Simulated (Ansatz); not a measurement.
Input for Ansatz (development build ahead of 0.2.0):

```yaml
crystal:
  periodic: [false, false, false]
  atoms:
    - { symbol: C, position_ang: [-0.1282, 0.4363, 0.1169] }
    - { symbol: C, position_ang: [0.7603, 0.0959, 1.0519] }
    - { symbol: C, position_ang: [-0.5681, -0.4282, -1.0179] }
    - { symbol: H, position_ang: [-0.586, 1.433, 0.1692] }
    - { symbol: H, position_ang: [1.0351, 0.7832, 1.8565] }
    - { symbol: H, position_ang: [1.2474, -0.8851, 1.0479] }
    - { symbol: H, position_ang: [-0.0672, -1.4075, -1.0027] }
    - { symbol: H, position_ang: [-1.6575, -0.5991, -0.9881] }
    - { symbol: H, position_ang: [-0.3557, 0.0513, -1.9883] }
basis:
  gaussian: { orbitals: def2-SVP }
total_charge: 1
magnetization:
  spin_polarized: true
  initial_magnetization: 1
hamiltonian:
  xc: hf
output:
  forces: true
```

The input is written out in the form of the current development build from the run's settings.

Output:

| Quantity | Value |
| --- | --- |
| Converged | yes |
| Total energy | -116.67966 hartree |
| Spin squared of the determinant | 0.755 |
| Stability test | minimum |

Forces (eV/Å):
| atom | Fx | Fy | Fz |
| --- | --- | --- | --- |
| C1 | -3.599 | 1.298 | -3.841 |
| C2 | 3.241 | -1.312 | 3.366 |
| C3 | 0.424 | -0.609 | 0.161 |
| H4 | 0.196 | -0.329 | 0.041 |
| H5 | -0.091 | -0.208 | -0.254 |
| H6 | -0.168 | 0.345 | 0.006 |
| H7 | -0.179 | 0.374 | 0.009 |
| H8 | 0.253 | 0.302 | 0.130 |
| H9 | -0.077 | 0.138 | 0.382 |
